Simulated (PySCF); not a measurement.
## Shifts of the heteroatoms

Mapped SMILES: `[CH3:1][O:2][CH:3]1[CH2:4][CH2:5]1`. Hydrogens are named by the atom that carries them. Ha(C4), Ha(C5) are cis to O2 on the ring; Hb(C4), Hb(C5) are trans to O2 on the ring.

Non-relativistic, one averaged value for each set of equivalent atoms, one conformer, gas phase. Spin–spin couplings from B3LYP/pcJ-1 (without the spin–dipole term); PBE0/pcSseg-1 with gauge-including orbitals; structure optimised with GFN2-xTB; PySCF 2.14.0 with density-fitted response routines.

**Question.** Where does 17O resonate?

**Answer.** 
```tsv
atoms	environment	σ (ppm)	δ (ppm)
O2	ether oxygen	300.9	-7.4
```

Shieldings were converted by a linear fit to measured shifts: 17O (scatter 10.7 ppm rms, 12.2 ppm with the 3 outliers that the fit left out vs liquid water, solution or neat liquid). A few per cent of atoms miss by over 2 rms, more outside the fitted compound classes. Couplings are scaled by factors fitted to measured values: 2J(H,H) × 0.95 (rms 1.3 Hz), 3J(H,H) × 0.92 (rms 0.5 Hz); all others are unscaled and can be 10–30 % off.

Couplings (the largest are listed; each averaged over equivalent pairs; quadrupolar broadening usually hides them): 1J(O2,C3) = 26.4 Hz, 1J(C1,O2) = 24.2 Hz, 2J(O2,H(C1)) = -6.7 Hz, 2J(O2,H(C3)) = -4.8 Hz, 2J(O2,C4) = -3.2 Hz, 3J(O2,Ha(C4)) = -3.4 Hz, 3J(O2,Hb(C4)) = -1.5 Hz.

On a 300 MHz spectrometer 17O resonates near 40.7 MHz, so 1 ppm is 40.7 Hz.
